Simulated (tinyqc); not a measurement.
Inside a calculation (part 1 of 2). Method: ROHF in the sto-3g basis, for LiH+, spin multiplicity 2. Computed by tinyqc, a small Python program that keeps every step (integrals from PySCF). Settings: charge = 1, multiplicity = 2, basis = sto-3g, energy threshold = 1e-08, iteration cap = 56, orthogonalisation = symmetric, start = atomic densities, DIIS depth = 0, method = ROHF. Command: `OMP_NUM_THREADS=1 python tinyqc.py 31185 31186 out.jsonl` (the two numbers bound the seeds that draw the settings). One thread of a shared host (Intel(R) Xeon(R) Processor @ 2.60GHz), about 0.09 s of CPU time with the checks. Later iterations appear only in the table of the cycle.

## One-electron integrals

Geometry (angstrom):
```
atom       x       y       z
Li    0.0000  0.0000  0.0000
H     0.0000  0.0000  1.5750
```

Basis sto-3g: exponents (1/bohr^2) and contraction coefficients of normalised primitives:
```
element  l (shell)  exponent  coefficient
Li           s (1)   16.1196       0.1543
Li           s (1)    2.9362       0.5353
Li           s (1)    0.7947       0.4446
Li           s (2)    0.6363      -0.1000
Li           s (2)    0.1479       0.3995
Li           s (2)    0.0481       0.7001
Li           p (3)    0.6363       0.1559
Li           p (3)    0.1479       0.6077
Li           p (3)    0.0481       0.3920
H            s (1)    3.4253       0.1543
H            s (1)    0.6239       0.5353
H            s (1)    0.1689       0.4446
```

Overlap, kinetic and nuclear-attraction integrals over the contracted functions; the nuclear repulsion is the sum of Za Zb / Rab.

nuclear repulsion = 1.007957 hartree

overlap S, order 1Li 1s, 1Li 2s, 1Li 2px, 1Li 2py, 1Li 2pz, 2H 1s:
$$\begin{pmatrix}
1.0000 & 0.2411 & 0.0000 & 0.0000 & 0.0000 & 0.0702 \\
0.2411 & 1.0000 & 0.0000 & 0.0000 & 0.0000 & 0.4015 \\
0.0000 & 0.0000 & 1.0000 & 0.0000 & 0.0000 & 0.0000 \\
0.0000 & 0.0000 & 0.0000 & 1.0000 & 0.0000 & 0.0000 \\
0.0000 & 0.0000 & 0.0000 & 0.0000 & 1.0000 & 0.5175 \\
0.0702 & 0.4015 & 0.0000 & 0.0000 & 0.5175 & 1.0000
\end{pmatrix}$$

kinetic energy T (hartree), order 1Li 1s, 1Li 2s, 1Li 2px, 1Li 2py, 1Li 2pz, 2H 1s:
$$\begin{pmatrix}
3.5768 & -0.0202 & 0.0000 & 0.0000 & 0.0000 & -0.0161 \\
-0.0202 & 0.1022 & 0.0000 & 0.0000 & 0.0000 & 0.0438 \\
0.0000 & 0.0000 & 0.3197 & 0.0000 & 0.0000 & 0.0000 \\
0.0000 & 0.0000 & 0.0000 & 0.3197 & 0.0000 & 0.0000 \\
0.0000 & 0.0000 & 0.0000 & 0.0000 & 0.3197 & 0.1326 \\
-0.0161 & 0.0438 & 0.0000 & 0.0000 & 0.1326 & 0.7600
\end{pmatrix}$$

nuclear attraction V (hartree), order 1Li 1s, 1Li 2s, 1Li 2px, 1Li 2py, 1Li 2pz, 2H 1s:
$$\begin{pmatrix}
-8.3189 & -1.0454 & 0.0000 & 0.0000 & -0.0166 & -0.3030 \\
-1.0454 & -1.5008 & 0.0000 & 0.0000 & -0.1235 & -0.7527 \\
0.0000 & 0.0000 & -1.4578 & 0.0000 & 0.0000 & 0.0000 \\
0.0000 & 0.0000 & 0.0000 & -1.4578 & 0.0000 & 0.0000 \\
-0.0166 & -0.1235 & 0.0000 & 0.0000 & -1.5571 & -0.9834 \\
-0.3030 & -0.7527 & 0.0000 & 0.0000 & -0.9834 & -2.2316
\end{pmatrix}$$

core Hamiltonian H = T + V (hartree), order 1Li 1s, 1Li 2s, 1Li 2px, 1Li 2py, 1Li 2pz, 2H 1s:
$$\begin{pmatrix}
-4.7421 & -1.0656 & 0.0000 & 0.0000 & -0.0166 & -0.3191 \\
-1.0656 & -1.3986 & 0.0000 & 0.0000 & -0.1235 & -0.7089 \\
0.0000 & 0.0000 & -1.1381 & 0.0000 & 0.0000 & 0.0000 \\
0.0000 & 0.0000 & 0.0000 & -1.1381 & 0.0000 & 0.0000 \\
-0.0166 & -0.1235 & 0.0000 & 0.0000 & -1.2374 & -0.8508 \\
-0.3191 & -0.7089 & 0.0000 & 0.0000 & -0.8508 & -1.4716
\end{pmatrix}$$

## Two-electron integrals

Functions are numbered as in S; the eight-fold symmetry (ij|kl) = (ji|kl) = (kl|ij) leaves the list below.

Two-electron integrals (ij|kl) in chemists' order, unique and non-zero (hartree):
```
(11|11) 1.6804   (21|11) 0.2654   (21|21) 0.0499   (22|11) 0.3977
(22|21) 0.0929   (22|22) 0.2906   (31|31) 0.0090   (32|31) 0.0138
(32|32) 0.0642   (33|11) 0.3966   (33|21) 0.0929   (33|22) 0.2905
(33|33) 0.3129   (41|41) 0.0090   (42|41) 0.0138   (42|42) 0.0642
(43|43) 0.0169   (44|11) 0.3966   (44|21) 0.0929   (44|22) 0.2905
(44|33) 0.2792   (44|44) 0.3129   (51|51) 0.0090   (52|51) 0.0138
(52|52) 0.0642   (53|53) 0.0169   (54|54) 0.0169   (55|11) 0.3966
(55|21) 0.0929   (55|22) 0.2905   (55|33) 0.2792   (55|44) 0.2792
(55|55) 0.3129   (61|11) 0.0752   (61|21) 0.0142   (61|22) 0.0269
(61|33) 0.0266   (61|44) 0.0266   (61|51) 0.0017   (61|52) 0.0032
(61|55) 0.0275   (61|61) 0.0044   (62|11) 0.1546   (62|21) 0.0364
(62|22) 0.1179   (62|33) 0.1122   (62|44) 0.1122   (62|51) 0.0060
(62|52) 0.0342   (62|55) 0.1294   (62|61) 0.0123   (62|62) 0.0763
(63|31) 0.0031   (63|32) 0.0140   (63|53) 0.0055   (63|63) 0.0059
(64|41) 0.0031   (64|42) 0.0140   (64|54) 0.0055   (64|64) 0.0059
(65|11) 0.1853   (65|21) 0.0442   (65|22) 0.1486   (65|33) 0.1387
(65|44) 0.1387   (65|51) 0.0093   (65|52) 0.0522   (65|55) 0.1682
(65|61) 0.0156   (65|62) 0.1058   (65|65) 0.1494   (66|11) 0.3346
(66|21) 0.0803   (66|22) 0.2833   (66|33) 0.2589   (66|44) 0.2589
(66|51) 0.0156   (66|52) 0.1065   (66|55) 0.3319   (66|61) 0.0286
(66|62) 0.2260   (66|65) 0.3266   (66|66) 0.7746
```

## Orthogonalisation

S = U s U^T; symmetric (Loewdin) form X = U s^(-1/2) U^T, so that X^T S X = 1.

eigenvalues of S: [0.3399, 0.7986, 1.0000, 1.0000, 1.1692, 1.6923]

X, order 1Li 1s, 1Li 2s, 1Li 2px, 1Li 2py, 1Li 2pz, 2H 1s:
$$\begin{pmatrix}
1.0230 & -0.1284 & 0.0000 & 0.0000 & -0.0040 & 0.0051 \\
-0.1284 & 1.1146 & 0.0000 & 0.0000 & 0.1173 & -0.2856 \\
0.0000 & 0.0000 & 1.0000 & 0.0000 & 0.0000 & 0.0000 \\
0.0000 & 0.0000 & 0.0000 & 1.0000 & 0.0000 & 0.0000 \\
-0.0040 & 0.1173 & 0.0000 & 0.0000 & 1.1499 & -0.3657 \\
0.0051 & -0.2856 & 0.0000 & 0.0000 & -0.3657 & 1.2403
\end{pmatrix}$$

## Starting guess

The start is atomic minimal-basis densities projected into this basis (PySCF's MINAO start) and scaled to the electron count of each spin; this density is not idempotent, so its energy is not variational and may lie below the converged one.

D(alpha) at the start, order 1Li 1s, 1Li 2s, 1Li 2px, 1Li 2py, 1Li 2pz, 2H 1s:
$$\begin{pmatrix}
1.0377 & -0.1153 & 0.0000 & 0.0000 & -0.0011 & 0.0004 \\
-0.1153 & 0.5247 & 0.0000 & 0.0000 & 0.0077 & 0.0394 \\
0.0000 & 0.0000 & 0.0000 & 0.0000 & 0.0000 & 0.0000 \\
0.0000 & 0.0000 & 0.0000 & 0.0000 & 0.0000 & 0.0000 \\
-0.0011 & 0.0077 & 0.0000 & 0.0000 & 0.0025 & 0.0323 \\
0.0004 & 0.0394 & 0.0000 & 0.0000 & 0.0323 & 0.4256
\end{pmatrix}$$

D(beta) at the start, order 1Li 1s, 1Li 2s, 1Li 2px, 1Li 2py, 1Li 2pz, 2H 1s:
$$\begin{pmatrix}
0.5188 & -0.0577 & 0.0000 & 0.0000 & -0.0005 & 0.0002 \\
-0.0577 & 0.2623 & 0.0000 & 0.0000 & 0.0039 & 0.0197 \\
0.0000 & 0.0000 & 0.0000 & 0.0000 & 0.0000 & 0.0000 \\
0.0000 & 0.0000 & 0.0000 & 0.0000 & 0.0000 & 0.0000 \\
-0.0005 & 0.0039 & 0.0000 & 0.0000 & 0.0012 & 0.0161 \\
0.0002 & 0.0197 & 0.0000 & 0.0000 & 0.0161 & 0.2128
\end{pmatrix}$$

## Iteration 1: building the Fock matrix

J_ij = sum D_kl (ij|kl) with D = D(alpha) + D(beta), K_ij = sum D_kl (ik|jl) for each spin; F = H + J - K(s); E = tr D H + tr D J / 2 - 0.5 sum_s tr D(s) K(s) + E_nn.

Coulomb J (hartree), order 1Li 1s, 1Li 2s, 1Li 2px, 1Li 2py, 1Li 2pz, 2H 1s:
$$\begin{pmatrix}
3.0882 & 0.5291 & 0.0000 & 0.0000 & 0.0119 & 0.1547 \\
0.5291 & 1.0260 & 0.0000 & 0.0000 & 0.0785 & 0.4857 \\
0.0000 & 0.0000 & 1.0069 & 0.0000 & 0.0000 & 0.0000 \\
0.0000 & 0.0000 & 0.0000 & 1.0069 & 0.0000 & 0.0000 \\
0.0119 & 0.0785 & 0.0000 & 0.0000 & 1.0585 & 0.6275 \\
0.1547 & 0.4857 & 0.0000 & 0.0000 & 0.6275 & 1.2726
\end{pmatrix}$$

exchange K(alpha) (hartree), order 1Li 1s, 1Li 2s, 1Li 2px, 1Li 2py, 1Li 2pz, 2H 1s:
$$\begin{pmatrix}
1.7119 & 0.2807 & 0.0000 & 0.0000 & 0.0102 & 0.0949 \\
0.2807 & 0.2270 & 0.0000 & 0.0000 & 0.0608 & 0.1881 \\
0.0000 & 0.0000 & 0.0438 & 0.0000 & 0.0000 & 0.0000 \\
0.0000 & 0.0000 & 0.0000 & 0.0438 & 0.0000 & 0.0000 \\
0.0102 & 0.0608 & 0.0000 & 0.0000 & 0.1192 & 0.1833 \\
0.0949 & 0.1881 & 0.0000 & 0.0000 & 0.1833 & 0.4124
\end{pmatrix}$$

exchange K(beta) (hartree), order 1Li 1s, 1Li 2s, 1Li 2px, 1Li 2py, 1Li 2pz, 2H 1s:
$$\begin{pmatrix}
0.8560 & 0.1403 & 0.0000 & 0.0000 & 0.0051 & 0.0474 \\
0.1403 & 0.1135 & 0.0000 & 0.0000 & 0.0304 & 0.0940 \\
0.0000 & 0.0000 & 0.0219 & 0.0000 & 0.0000 & 0.0000 \\
0.0000 & 0.0000 & 0.0000 & 0.0219 & 0.0000 & 0.0000 \\
0.0051 & 0.0304 & 0.0000 & 0.0000 & 0.0596 & 0.0917 \\
0.0474 & 0.0940 & 0.0000 & 0.0000 & 0.0917 & 0.2062
\end{pmatrix}$$

F(alpha) (hartree), order 1Li 1s, 1Li 2s, 1Li 2px, 1Li 2py, 1Li 2pz, 2H 1s:
$$\begin{pmatrix}
-3.3658 & -0.8171 & 0.0000 & 0.0000 & -0.0149 & -0.2593 \\
-0.8171 & -0.5997 & 0.0000 & 0.0000 & -0.1058 & -0.4112 \\
0.0000 & 0.0000 & -0.1751 & 0.0000 & 0.0000 & 0.0000 \\
0.0000 & 0.0000 & 0.0000 & -0.1751 & 0.0000 & 0.0000 \\
-0.0149 & -0.1058 & 0.0000 & 0.0000 & -0.2981 & -0.4067 \\
-0.2593 & -0.4112 & 0.0000 & 0.0000 & -0.4067 & -0.6114
\end{pmatrix}$$

F(beta) (hartree), order 1Li 1s, 1Li 2s, 1Li 2px, 1Li 2py, 1Li 2pz, 2H 1s:
$$\begin{pmatrix}
-2.5098 & -0.6768 & 0.0000 & 0.0000 & -0.0098 & -0.2119 \\
-0.6768 & -0.4861 & 0.0000 & 0.0000 & -0.0754 & -0.3172 \\
0.0000 & 0.0000 & -0.1531 & 0.0000 & 0.0000 & 0.0000 \\
0.0000 & 0.0000 & 0.0000 & -0.1531 & 0.0000 & 0.0000 \\
-0.0098 & -0.0754 & 0.0000 & 0.0000 & -0.2385 & -0.3150 \\
-0.2119 & -0.3172 & 0.0000 & 0.0000 & -0.3150 & -0.4052
\end{pmatrix}$$

total energy of this density = -6.306390 hartree

This density is the starting one; it is not idempotent, so its energy is not variational and may lie below the converged one.

## Iteration 1: Roothaan effective Fock matrix

With projectors Pc = D(beta) S, Po = (D(alpha) - D(beta)) S, Pv = 1 - D(alpha) S, the block xy is Px^T F Py; with Fc = (F(alpha) + F(beta))/2, the blocks are Fc for cc, oo, vv and cv, F(beta) for co and F(alpha) for ov.

effective F (hartree), order 1Li 1s, 1Li 2s, 1Li 2px, 1Li 2py, 1Li 2pz, 2H 1s:
$$\begin{pmatrix}
-2.7110 & -0.6794 & 0.0000 & 0.0000 & -0.0049 & -0.2054 \\
-0.6794 & -0.5178 & 0.0000 & 0.0000 & -0.0852 & -0.3509 \\
0.0000 & 0.0000 & -0.1641 & 0.0000 & 0.0000 & 0.0000 \\
0.0000 & 0.0000 & 0.0000 & -0.1641 & 0.0000 & 0.0000 \\
-0.0049 & -0.0852 & 0.0000 & 0.0000 & -0.2692 & -0.3624 \\
-0.2054 & -0.3509 & 0.0000 & 0.0000 & -0.3624 & -0.5104
\end{pmatrix}$$

## Iteration 1: diagonalisation and new density

Diagonalise F' = X^T F X, C = X C', fill 2 alpha and 1 beta electrons from the bottom; D(s) = C_occ C_occ^T. Each column has its largest component positive (the first on a tie).

F' = X^T F X (hartree):
$$\begin{pmatrix}
-2.6692 & -0.3092 & 0.0000 & 0.0000 & 0.0036 & -0.0417 \\
-0.3092 & -0.3284 & 0.0000 & 0.0000 & 0.0243 & -0.2037 \\
0.0000 & 0.0000 & -0.1641 & 0.0000 & 0.0000 & 0.0000 \\
0.0000 & 0.0000 & 0.0000 & -0.1641 & 0.0000 & 0.0000 \\
0.0036 & 0.0243 & 0.0000 & 0.0000 & -0.1194 & -0.2591 \\
-0.0417 & -0.2037 & 0.0000 & 0.0000 & -0.2591 & -0.3045
\end{pmatrix}$$

orbital energies (hartree): MO1 -2.7113, MO2 -0.5707, MO3 -0.2520, MO4 -0.1641, MO5 -0.1641, MO6 0.1123

coefficients C, order 1Li 1s, 1Li 2s, 1Li 2px, 1Li 2py, 1Li 2pz, 2H 1s:
$$\begin{pmatrix}
0.9971 & -0.1493 & -0.2011 & 0.0000 & 0.0000 & 0.0781 \\
0.0108 & 0.3876 & 0.8906 & 0.0000 & 0.0000 & -0.6409 \\
0.0000 & 0.0000 & 0.0000 & 1.0000 & 0.0029 & 0.0000 \\
0.0000 & 0.0000 & 0.0000 & -0.0029 & 1.0000 & 0.0000 \\
0.0013 & 0.2531 & -0.4755 & 0.0000 & 0.0000 & -1.0860 \\
0.0026 & 0.6553 & -0.2875 & 0.0000 & 0.0000 & 1.1143
\end{pmatrix}$$

D(alpha) after iteration 1, order 1Li 1s, 1Li 2s, 1Li 2px, 1Li 2py, 1Li 2pz, 2H 1s:
$$\begin{pmatrix}
1.0166 & -0.0471 & 0.0000 & 0.0000 & -0.0365 & -0.0952 \\
-0.0471 & 0.1503 & 0.0000 & 0.0000 & 0.0981 & 0.2540 \\
0.0000 & 0.0000 & 0.0000 & 0.0000 & 0.0000 & 0.0000 \\
0.0000 & 0.0000 & 0.0000 & 0.0000 & 0.0000 & 0.0000 \\
-0.0365 & 0.0981 & 0.0000 & 0.0000 & 0.0641 & 0.1659 \\
-0.0952 & 0.2540 & 0.0000 & 0.0000 & 0.1659 & 0.4295
\end{pmatrix}$$

D(beta) after iteration 1, order 1Li 1s, 1Li 2s, 1Li 2px, 1Li 2py, 1Li 2pz, 2H 1s:
$$\begin{pmatrix}
0.9943 & 0.0107 & 0.0000 & 0.0000 & 0.0013 & 0.0026 \\
0.0107 & 0.0001 & 0.0000 & 0.0000 & 0.0000 & 0.0000 \\
0.0000 & 0.0000 & 0.0000 & 0.0000 & 0.0000 & 0.0000 \\
0.0000 & 0.0000 & 0.0000 & 0.0000 & 0.0000 & 0.0000 \\
0.0013 & 0.0000 & 0.0000 & 0.0000 & 0.0000 & 0.0000 \\
0.0026 & 0.0000 & 0.0000 & 0.0000 & 0.0000 & 0.0000
\end{pmatrix}$$

Within a degenerate level the vectors are fixed only up to a rotation; this is one choice.

## Iteration 2: building the Fock matrix

As before.

Coulomb J (hartree), order 1Li 1s, 1Li 2s, 1Li 2px, 1Li 2py, 1Li 2pz, 2H 1s:
$$\begin{pmatrix}
3.7148 & 0.6150 & 0.0000 & 0.0000 & 0.0146 & 0.1794 \\
0.6150 & 1.0813 & 0.0000 & 0.0000 & 0.0914 & 0.5092 \\
0.0000 & 0.0000 & 1.0617 & 0.0000 & 0.0000 & 0.0000 \\
0.0000 & 0.0000 & 0.0000 & 1.0617 & 0.0000 & 0.0000 \\
0.0146 & 0.0914 & 0.0000 & 0.0000 & 1.1136 & 0.6529 \\
0.1794 & 0.5092 & 0.0000 & 0.0000 & 0.6529 & 1.3012
\end{pmatrix}$$

exchange K(alpha) (hartree), order 1Li 1s, 1Li 2s, 1Li 2px, 1Li 2py, 1Li 2pz, 2H 1s:
$$\begin{pmatrix}
1.6867 & 0.2704 & 0.0000 & 0.0000 & 0.0027 & 0.0814 \\
0.2704 & 0.1869 & 0.0000 & 0.0000 & 0.1481 & 0.2635 \\
0.0000 & 0.0000 & 0.0294 & 0.0000 & 0.0000 & 0.0000 \\
0.0000 & 0.0000 & 0.0000 & 0.0294 & 0.0000 & 0.0000 \\
0.0027 & 0.1481 & 0.0000 & 0.0000 & 0.1823 & 0.3047 \\
0.0814 & 0.2635 & 0.0000 & 0.0000 & 0.3047 & 0.5944
\end{pmatrix}$$

exchange K(beta) (hartree), order 1Li 1s, 1Li 2s, 1Li 2px, 1Li 2py, 1Li 2pz, 2H 1s:
$$\begin{pmatrix}
1.6769 & 0.2692 & 0.0000 & 0.0000 & 0.0010 & 0.0777 \\
0.2692 & 0.0519 & 0.0000 & 0.0000 & 0.0003 & 0.0151 \\
0.0000 & 0.0000 & 0.0093 & 0.0000 & 0.0000 & 0.0000 \\
0.0000 & 0.0000 & 0.0000 & 0.0093 & 0.0000 & 0.0000 \\
0.0010 & 0.0003 & 0.0000 & 0.0000 & 0.0093 & 0.0019 \\
0.0777 & 0.0151 & 0.0000 & 0.0000 & 0.0019 & 0.0049
\end{pmatrix}$$

F(alpha) (hartree), order 1Li 1s, 1Li 2s, 1Li 2px, 1Li 2py, 1Li 2pz, 2H 1s:
$$\begin{pmatrix}
-2.7140 & -0.7210 & 0.0000 & 0.0000 & -0.0047 & -0.2211 \\
-0.7210 & -0.5042 & 0.0000 & 0.0000 & -0.1802 & -0.4632 \\
0.0000 & 0.0000 & -0.1059 & 0.0000 & 0.0000 & 0.0000 \\
0.0000 & 0.0000 & 0.0000 & -0.1059 & 0.0000 & 0.0000 \\
-0.0047 & -0.1802 & 0.0000 & 0.0000 & -0.3062 & -0.5026 \\
-0.2211 & -0.4632 & 0.0000 & 0.0000 & -0.5026 & -0.7648
\end{pmatrix}$$

F(beta) (hartree), order 1Li 1s, 1Li 2s, 1Li 2px, 1Li 2py, 1Li 2pz, 2H 1s:
$$\begin{pmatrix}
-2.7042 & -0.7197 & 0.0000 & 0.0000 & -0.0030 & -0.2174 \\
-0.7197 & -0.3692 & 0.0000 & 0.0000 & -0.0324 & -0.2148 \\
0.0000 & 0.0000 & -0.0857 & 0.0000 & 0.0000 & 0.0000 \\
0.0000 & 0.0000 & 0.0000 & -0.0857 & 0.0000 & 0.0000 \\
-0.0030 & -0.0324 & 0.0000 & 0.0000 & -0.1332 & -0.1999 \\
-0.2174 & -0.2148 & 0.0000 & 0.0000 & -0.1999 & -0.1753
\end{pmatrix}$$

total energy of this density = -7.592844 hartree

## Iteration 2: Roothaan effective Fock matrix

As before.

effective F (hartree), order 1Li 1s, 1Li 2s, 1Li 2px, 1Li 2py, 1Li 2pz, 2H 1s:
$$\begin{pmatrix}
-2.7091 & -0.7190 & 0.0000 & 0.0000 & -0.0023 & -0.2163 \\
-0.7190 & -0.3860 & 0.0000 & 0.0000 & -0.0757 & -0.3176 \\
0.0000 & 0.0000 & -0.0958 & 0.0000 & 0.0000 & 0.0000 \\
0.0000 & 0.0000 & 0.0000 & -0.0958 & 0.0000 & 0.0000 \\
-0.0023 & -0.0757 & 0.0000 & 0.0000 & -0.2077 & -0.3582 \\
-0.2163 & -0.3176 & 0.0000 & 0.0000 & -0.3582 & -0.5215
\end{pmatrix}$$

## Iteration 2: diagonalisation and new density

As before.

F' = X^T F X (hartree):
$$\begin{pmatrix}
-2.6549 & -0.3695 & 0.0000 & 0.0000 & 0.0040 & -0.0451 \\
-0.3695 & -0.1733 & 0.0000 & 0.0000 & 0.0447 & -0.1986 \\
0.0000 & 0.0000 & -0.0958 & 0.0000 & 0.0000 & 0.0000 \\
0.0000 & 0.0000 & 0.0000 & -0.0958 & 0.0000 & 0.0000 \\
0.0040 & 0.0447 & 0.0000 & 0.0000 & -0.0416 & -0.2730 \\
-0.0451 & -0.1986 & 0.0000 & 0.0000 & -0.2730 & -0.3282
\end{pmatrix}$$

orbital energies (hartree): MO1 -2.7110, MO2 -0.5412, MO3 -0.1356, MO4 -0.0958, MO5 -0.0958, MO6 0.1899

coefficients C, order 1Li 1s, 1Li 2s, 1Li 2px, 1Li 2py, 1Li 2pz, 2H 1s:
$$\begin{pmatrix}
0.9929 & -0.1151 & -0.2285 & 0.0000 & 0.0000 & -0.1086 \\
0.0273 & 0.1838 & 0.8902 & 0.0000 & 0.0000 & 0.7261 \\
0.0000 & 0.0000 & 0.0000 & 0.9900 & -0.1409 & 0.0000 \\
0.0000 & 0.0000 & 0.0000 & 0.1409 & 0.9900 & 0.0000 \\
0.0010 & 0.2259 & -0.5088 & 0.0000 & 0.0000 & 1.0769 \\
0.0017 & 0.7897 & -0.1048 & 0.0000 & 0.0000 & -1.0579
\end{pmatrix}$$

D(alpha) after iteration 2, order 1Li 1s, 1Li 2s, 1Li 2px, 1Li 2py, 1Li 2pz, 2H 1s:
$$\begin{pmatrix}
0.9991 & 0.0060 & 0.0000 & 0.0000 & -0.0250 & -0.0892 \\
0.0060 & 0.0345 & 0.0000 & 0.0000 & 0.0416 & 0.1452 \\
0.0000 & 0.0000 & 0.0000 & 0.0000 & 0.0000 & 0.0000 \\
0.0000 & 0.0000 & 0.0000 & 0.0000 & 0.0000 & 0.0000 \\
-0.0250 & 0.0416 & 0.0000 & 0.0000 & 0.0510 & 0.1784 \\
-0.0892 & 0.1452 & 0.0000 & 0.0000 & 0.1784 & 0.6236
\end{pmatrix}$$

D(beta) after iteration 2, order 1Li 1s, 1Li 2s, 1Li 2px, 1Li 2py, 1Li 2pz, 2H 1s:
$$\begin{pmatrix}
0.9859 & 0.0272 & 0.0000 & 0.0000 & 0.0010 & 0.0017 \\
0.0272 & 0.0007 & 0.0000 & 0.0000 & 0.0000 & 0.0000 \\
0.0000 & 0.0000 & 0.0000 & 0.0000 & 0.0000 & 0.0000 \\
0.0000 & 0.0000 & 0.0000 & 0.0000 & 0.0000 & 0.0000 \\
0.0010 & 0.0000 & 0.0000 & 0.0000 & 0.0000 & 0.0000 \\
0.0017 & 0.0000 & 0.0000 & 0.0000 & 0.0000 & 0.0000
\end{pmatrix}$$

Within a degenerate level the vectors are fixed only up to a rotation; this is one choice.

## Iteration 9 (converged): orbitals

converged F (hartree), order 1Li 1s, 1Li 2s, 1Li 2px, 1Li 2py, 1Li 2pz, 2H 1s:
$$\begin{pmatrix}
-2.7256 & -0.7283 & 0.0000 & 0.0000 & -0.0002 & -0.2173 \\
-0.7283 & -0.3853 & 0.0000 & 0.0000 & -0.0470 & -0.2887 \\
0.0000 & 0.0000 & -0.0973 & 0.0000 & 0.0000 & 0.0000 \\
0.0000 & 0.0000 & 0.0000 & -0.0973 & 0.0000 & 0.0000 \\
-0.0002 & -0.0470 & 0.0000 & 0.0000 & -0.1714 & -0.3165 \\
-0.2173 & -0.2887 & 0.0000 & 0.0000 & -0.3165 & -0.4780
\end{pmatrix}$$

As before.

F' = X^T F X (hartree):
$$\begin{pmatrix}
-2.6697 & -0.3769 & 0.0000 & 0.0000 & 0.0029 & -0.0477 \\
-0.3769 & -0.1798 & 0.0000 & 0.0000 & 0.0629 & -0.1758 \\
0.0000 & 0.0000 & -0.0973 & 0.0000 & 0.0000 & 0.0000 \\
0.0000 & 0.0000 & 0.0000 & -0.0973 & 0.0000 & 0.0000 \\
0.0029 & 0.0629 & 0.0000 & 0.0000 & -0.0176 & -0.2464 \\
-0.0477 & -0.1758 & 0.0000 & 0.0000 & -0.2464 & -0.3086
\end{pmatrix}$$

orbital energies (hartree): MO1 -2.7278, MO2 -0.4869, MO3 -0.1490, MO4 -0.0973, MO5 -0.0973, MO6 0.1878

coefficients C, order 1Li 1s, 1Li 2s, 1Li 2px, 1Li 2py, 1Li 2pz, 2H 1s:
$$\begin{pmatrix}
0.9924 & -0.1123 & -0.2330 & 0.0000 & 0.0000 & -0.1069 \\
0.0297 & 0.1656 & 0.9068 & 0.0000 & 0.0000 & 0.7096 \\
0.0000 & 0.0000 & 0.0000 & 0.9959 & 0.0904 & 0.0000 \\
0.0000 & 0.0000 & 0.0000 & -0.0904 & 0.9959 & 0.0000 \\
0.0004 & 0.1924 & -0.4833 & 0.0000 & 0.0000 & 1.0950 \\
0.0006 & 0.8200 & -0.1325 & 0.0000 & 0.0000 & -1.0314
\end{pmatrix}$$

D(alpha) after iteration 9, order 1Li 1s, 1Li 2s, 1Li 2px, 1Li 2py, 1Li 2pz, 2H 1s:
$$\begin{pmatrix}
0.9974 & 0.0109 & 0.0000 & 0.0000 & -0.0212 & -0.0915 \\
0.0109 & 0.0283 & 0.0000 & 0.0000 & 0.0319 & 0.1358 \\
0.0000 & 0.0000 & 0.0000 & 0.0000 & 0.0000 & 0.0000 \\
0.0000 & 0.0000 & 0.0000 & 0.0000 & 0.0000 & 0.0000 \\
-0.0212 & 0.0319 & 0.0000 & 0.0000 & 0.0370 & 0.1578 \\
-0.0915 & 0.1358 & 0.0000 & 0.0000 & 0.1578 & 0.6725
\end{pmatrix}$$

D(beta) after iteration 9, order 1Li 1s, 1Li 2s, 1Li 2px, 1Li 2py, 1Li 2pz, 2H 1s:
$$\begin{pmatrix}
0.9848 & 0.0295 & 0.0000 & 0.0000 & 0.0004 & 0.0006 \\
0.0295 & 0.0009 & 0.0000 & 0.0000 & 0.0000 & 0.0000 \\
0.0000 & 0.0000 & 0.0000 & 0.0000 & 0.0000 & 0.0000 \\
0.0000 & 0.0000 & 0.0000 & 0.0000 & 0.0000 & 0.0000 \\
0.0004 & 0.0000 & 0.0000 & 0.0000 & 0.0000 & 0.0000 \\
0.0006 & 0.0000 & 0.0000 & 0.0000 & 0.0000 & 0.0000
\end{pmatrix}$$

Within a degenerate level the vectors are fixed only up to a rotation; this is one choice.

## Convergence

Stop when the energy changes by less than 1e-08 hartree and every element of the error matrix X^T (F D S - S D F) X is below 3e-05.

Course of the cycle:
```
iteration  E (hartree)     change  largest element of the error matrix
1            -6.306390          -                             1.42e-01
2            -7.592844  -1.29e+00                             8.03e-02
3            -7.611945  -1.91e-02                             1.67e-02
4            -7.612506  -5.61e-04                             2.07e-03
5            -7.612517  -1.15e-05                             5.20e-04
6            -7.612518  -6.89e-07                             1.33e-04
7            -7.612518  -8.19e-08                             4.94e-05
8            -7.612518  -1.06e-08                             1.72e-05
9            -7.612518  -1.39e-09                             6.28e-06
```

PySCF ROHF in the same basis = -7.612518 hartree

Converged in 9 iterations.
